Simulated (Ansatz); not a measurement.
**Nudged elastic band run: H5Si**

The input (input.yaml):

```yaml
crystal:
  periodic: [false, false, false]
  atoms:
    - { symbol: H, position_ang: [-0.647939, -0.384435, -0.15404] }
    - { symbol: Si, position_ang: [0.619333, 0.354056, 0.129064] }
    - { symbol: H, position_ang: [-3.105603, -1.775405, -0.647153] }
    - { symbol: H, position_ang: [0.599364, 0.864823, 1.532092] }
    - { symbol: H, position_ang: [0.750669, 1.504478, -0.813815] }
    - { symbol: H, position_ang: [1.784276, -0.563516, -0.046148] }
magnetization:
  spin_polarized: true
  initial_magnetization: 1
basis:
  gaussian: { orbitals: def2-TZVP }
hamiltonian:
  xc: pbe
  dispersion: d4
neb:
  order_check: false
  images: 7
  f_tol: 0.05
  max_iterations: 60
  final_atoms:
    - { symbol: H, position_ang: [-1.5206951, -0.87982568, -0.32369902] }
    - { symbol: Si, position_ang: [1.21117253, 0.69808971, 0.25951696] }
    - { symbol: H, position_ang: [-2.16365947, -1.24516415, -0.46318769] }
    - { symbol: H, position_ang: [0.3814245, 0.7465911, 1.50233905] }
    - { symbol: H, position_ang: [0.52632014, 1.38974487, -0.87539439] }
    - { symbol: H, position_ang: [1.5655374, -0.70943485, -0.0995749] }
  initial_path:
    images:
      - { positions_ang: [[-0.647939, -0.384435, -0.15404], [0.619333, 0.354056, 0.129064], [-3.105603, -1.775405, -0.647153], [0.599364, 0.864823, 1.532092], [0.750669, 1.504478, -0.813815], [1.784276, -0.563516, -0.046148]] }
      - { positions_ang: [[-0.75702253, -0.44525528, -0.17452348], [0.59286007, 0.3389559, 0.12363035], [-2.809497, -1.60708049, -0.58673586], [0.5462499, 0.83409653, 1.52010497], [0.69727623, 1.47331962, -0.82485356], [1.73023333, -0.59403529, -0.05762241]] }
      - { positions_ang: [[-0.86610606, -0.50607555, -0.19500696], [0.56638713, 0.32385581, 0.11819669], [-2.51339101, -1.43875598, -0.52631873], [0.49313581, 0.80337006, 1.50811793], [0.64388347, 1.44216124, -0.83589211], [1.67619066, -0.62455458, -0.06909682]] }
      - { positions_ang: [[-0.97518959, -0.56689583, -0.21549044], [0.5399142, 0.30875571, 0.11276304], [-2.21728501, -1.27043147, -0.46590159], [0.44002171, 0.7726436, 1.4961309], [0.5904907, 1.41100287, -0.84693067], [1.622148, -0.65507387, -0.08057123]] }
      - { positions_ang: [[-1.08427312, -0.6277161, -0.23597393], [0.51344126, 0.29365561, 0.10732939], [-1.92117901, -1.10210696, -0.40548446], [0.38690761, 0.74191713, 1.48414386], [0.53709794, 1.37984449, -0.85796923], [1.56810533, -0.68559316, -0.09204564]] }
      - { positions_ang: [[-1.19337862, -0.69074349, -0.2579052], [0.68787408, 0.39476414, 0.14537628], [-1.98179913, -1.13787126, -0.41991027], [0.38553683, 0.74308562, 1.48869266], [0.53440349, 1.38231958, -0.86232552], [1.56746334, -0.69155358, -0.09392796]] }
      - { positions_ang: [[-1.30248411, -0.75377089, -0.27983648], [0.86230689, 0.49587266, 0.18342317], [-2.04241924, -1.17363556, -0.43433608], [0.38416606, 0.74425411, 1.49324146], [0.53170904, 1.38479468, -0.86668181], [1.56682136, -0.69751401, -0.09581027]] }
      - { positions_ang: [[-1.41158961, -0.81679828, -0.30176775], [1.03673971, 0.59698119, 0.22147007], [-2.10303935, -1.20939986, -0.44876188], [0.38279528, 0.74542261, 1.49779025], [0.52901459, 1.38726977, -0.8710381], [1.56617938, -0.70347443, -0.09769259]] }
      - { positions_ang: [[-1.5206951, -0.87982568, -0.32369902], [1.21117253, 0.69808971, 0.25951696], [-2.16365947, -1.24516415, -0.46318769], [0.3814245, 0.7465911, 1.50233905], [0.52632014, 1.38974487, -0.87539439], [1.5655374, -0.70943485, -0.0995749]] }
```

Launched with:

```bash
$ ansatz run input.yaml --threads 2 --pin off --max-ram 3072MiB --backend cpu --events-out ev --progress --plain --runs-dir out
```

Output, in part (warnings, iteration lines, the closing report on the highest movable image, with atoms numbered from 0):

```
NEB end point (image 0): max|allowed force component| = 1.298e-2 eV/Å (the criterion of neb.relax_end_points is 1.000e-2)
NEB end point (image 8): max|allowed force component| = 8.955e-3 eV/Å (the criterion of neb.relax_end_points is 1.000e-2)
NEB iter   1: max|band force component| = 2.173e0 eV/Å  barrier→ = 0.3348 eV  barrier← = 0.9300 eV  Δτ_max = 0.2000 Å  (227 SCF iters)
NEB iter   2: max|band force component| = 1.129e0 eV/Å  barrier→ = 0.1313 eV  barrier← = 0.7266 eV  Δτ_max = 0.1763 Å  (185 SCF iters)
NEB iter   3: max|band force component| = 7.121e-1 eV/Å  barrier→ = 0.0564 eV  barrier← = 0.6517 eV  Δτ_max = 0.0934 Å  (182 SCF iters)
NEB iter   4: max|band force component| = 2.829e-1 eV/Å  barrier→ = 0.0404 eV  barrier← = 0.6357 eV  CI = image 3  Δτ_max = 0.1757 Å  (173 SCF iters)
NEB iter   5: max|band force component| = 4.051e-1 eV/Å  barrier→ = 0.0469 eV  barrier← = 0.6422 eV  CI = image 3  Δτ_max = 0.0878 Å  (174 SCF iters)
NEB iter   6: max|band force component| = 2.783e-1 eV/Å  barrier→ = 0.0461 eV  barrier← = 0.6414 eV  CI = image 3  Δτ_max = 0.0878 Å  (175 SCF iters)
NEB iter   7: max|band force component| = 1.146e-1 eV/Å  barrier→ = 0.0462 eV  barrier← = 0.6415 eV  CI = image 3  Δτ_max = 0.1757 Å  (165 SCF iters)
NEB iter   8: max|band force component| = 4.340e-1 eV/Å  barrier→ = 0.0462 eV  barrier← = 0.6415 eV  CI = image 3  Δτ_max = 0.0878 Å  (161 SCF iters)
NEB iter   9: max|band force component| = 3.457e-1 eV/Å  barrier→ = 0.0462 eV  barrier← = 0.6414 eV  CI = image 3  Δτ_max = 0.0878 Å  (160 SCF iters)
NEB iter  10: max|band force component| = 5.390e-1 eV/Å  barrier→ = 0.0462 eV  barrier← = 0.6414 eV  CI = image 3  Δτ_max = 0.0439 Å  (155 SCF iters)
NEB iter  11: max|band force component| = 4.678e-1 eV/Å  barrier→ = 0.0462 eV  barrier← = 0.6414 eV  CI = image 3  Δτ_max = 0.0439 Å  (154 SCF iters)
NEB iter  12: max|band force component| = 3.357e-1 eV/Å  barrier→ = 0.0462 eV  barrier← = 0.6414 eV  CI = image 3  Δτ_max = 0.0845 Å  (149 SCF iters)
NEB iter  13: max|band force component| = 3.071e-1 eV/Å  barrier→ = 0.0462 eV  barrier← = 0.6414 eV  CI = image 3  Δτ_max = 0.1781 Å  (150 SCF iters)
NEB iter  14: max|band force component| = 2.309e-1 eV/Å  barrier→ = 0.0462 eV  barrier← = 0.6414 eV  CI = image 3  Δτ_max = 0.1764 Å  (151 SCF iters)
NEB iter  15: max|band force component| = 2.691e-1 eV/Å  barrier→ = 0.0462 eV  barrier← = 0.6414 eV  CI = image 3  Δτ_max = 0.1752 Å  (155 SCF iters)
NEB iter  16: max|band force component| = 3.891e-1 eV/Å  barrier→ = 0.0462 eV  barrier← = 0.6414 eV  CI = image 3  Δτ_max = 0.1754 Å  (157 SCF iters)
NEB iter  17: max|band force component| = 7.257e-1 eV/Å  barrier→ = 0.0462 eV  barrier← = 0.6414 eV  CI = image 3  Δτ_max = 0.0877 Å  (150 SCF iters)
NEB iter  18: max|band force component| = 2.137e0 eV/Å  barrier→ = 0.0462 eV  barrier← = 0.6414 eV  CI = image 3  Δτ_max = 0.0440 Å  (154 SCF iters)
NEB iter  19: max|band force component| = 9.466e-1 eV/Å  barrier→ = 0.0462 eV  barrier← = 0.6414 eV  CI = image 3  Δτ_max = 0.0663 Å  (150 SCF iters)
NEB iter  20: max|band force component| = 5.796e-1 eV/Å  barrier→ = 0.0462 eV  barrier← = 0.6414 eV  CI = image 3  Δτ_max = 0.0737 Å  (150 SCF iters)
NEB iter  21: max|band force component| = 7.405e-2 eV/Å  barrier→ = 0.0462 eV  barrier← = 0.6414 eV  CI = image 3  Δτ_max = 0.0031 Å  (139 SCF iters)
NEB iter  22: max|band force component| = 5.008e-3 eV/Å  barrier→ = 0.0462 eV  barrier← = 0.6414 eV  CI = image 3  Δτ_max = 0.0000 Å  (297 SCF iters)
Total energy: -7951.73514127 eV, -292.2208765621 hartree
Atom 0 at    -0.860144    -0.495595    -0.184479 Å, force    -0.000003     0.000001     0.000002 eV/Å
Atom 1 at     0.442421     0.254896     0.094881 Å, force    -0.000015    -0.000015    -0.000010 eV/Å
Atom 2 at    -2.157441    -1.243041    -0.462703 Å, force     0.000001     0.000000     0.000000 eV/Å
Atom 3 at     0.421167     0.764067     1.498907 Å, force     0.000004     0.000003    -0.000002 eV/Å
Atom 4 at     0.560806     1.399027    -0.857981 Å, force     0.000006     0.000004     0.000006 eV/Å
Atom 5 at     1.593291    -0.679352    -0.088625 Å, force     0.000007     0.000007     0.000004 eV/Å
Dipole moment:     0.071760     0.041345     0.015389 e Å
```

It converged. A vibrational analysis at the climbing image gives one clearly imaginary mode, 460i cm⁻¹: a first-order saddle point.

Final band (atoms are numbered from 1 in the order of the input):

```
image  path coordinate (Å)  energy (kJ/mol)  H1–Si2 (Å)  H1–H3 (Å)
    0                 0.00              0.0        1.49       2.87
    1                 0.40              0.3        1.49       2.43
    2                 0.81              1.9        1.50       1.99
    3                 1.21              4.5        1.53       1.52
    4                 2.11            -53.8        2.58       0.76
    5                 3.02            -57.3        3.35       0.75
    6                 3.92            -57.4        3.25       0.75
    7                 4.83            -57.2        3.55       0.75
    8                 5.73            -57.4        3.21       0.75
```

The run took 110 s on 2 threads of Arm Neoverse V1, with other jobs on the host, peak memory 0.12 GiB.
